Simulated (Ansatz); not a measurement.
# fcc Pb

All values below come from r²SCAN (Ansatz, an electronic-structure program, plane waves, PAW).

Settings: plane-wave cutoff 500 eV, 8×16×1 k mesh (along the axes of the cell as run), Fermi–Dirac smearing 0.1 eV, scalar-relativistic PAW data made under PBE.

Cell: relaxed at this level.

```
Property                             Result
--------------------------------  ---------
surface energy of the (211) face  0.31 J/m²
work function of the (211) face     3.88 eV
```

The slab of 12 atoms is relaxed and unreconstructed.

Spin–orbit coupling is not included; it can shift volumes and moduli of such heavy elements.

Computed values are for the static lattice.

Computing time: very roughly 60 core-minutes.
